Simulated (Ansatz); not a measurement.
Compare A (`C=C=CN`) with its isomer B (`CCC#N`).

Program: Ansatz. Geometries: PBE0-D4/def2-TZVP. ΔE: electronic, gas phase. CCSD(T)/CBS adds triple-zeta CCSD(T) − MP2 to the extrapolated MP2 energy (def2 sets, frozen cores). DFT in def2-TZVPP. B3LYP here is the variant with VWN-RPA as its local correlation; programs differ in this. Each species was taken in one conformer, which may not be the lowest.

Task: Which is lower in electronic energy at CCSD(T)/CBS, and by how much? (Best estimate.)

Result: The calculation gave: B, by 158.9 kJ/mol.

Task: Give E(B) − E(A) in kJ/mol with MP2/def2-TZVPP, HF/def2-TZVPP, B3LYP-D4, CCSD(T)/def2-TZVPP, PBE0-D4, CCSD/def2-TZVPP, r2SCAN-D4. (Best estimate.)

Result: Computed: MP2/def2-TZVPP -179.8, HF/def2-TZVPP -178.4, B3LYP-D4 -140.2, CCSD(T)/def2-TZVPP -167.2, PBE0-D4 -139.1, CCSD/def2-TZVPP -170.1, r2SCAN-D4 -139.0. None reverses the order clearly.

Task: Does the order hold for the free energy at 298.15 K (harmonic terms from PBE0-D4)? (Best estimate.)

Result: Ansatz gave: Yes: G(B) − G(A) = -156.9 kJ/mol, for one conformer each.

Largest T1 diagnostic: 0.012.

Leaving LDA and LC-ωPBE aside and taking each functional with its dispersion term where it has one, the values, not all of them listed here, spread over 32.1 kJ/mol, from PBE-QIDH to PBE-D4. LDA lies +20.2 kJ/mol from PBE without D4. At CCSD(T), def2-SVP lies −21.7 kJ/mol from the extrapolated value and def2-TZVPP −8.3 kJ/mol.
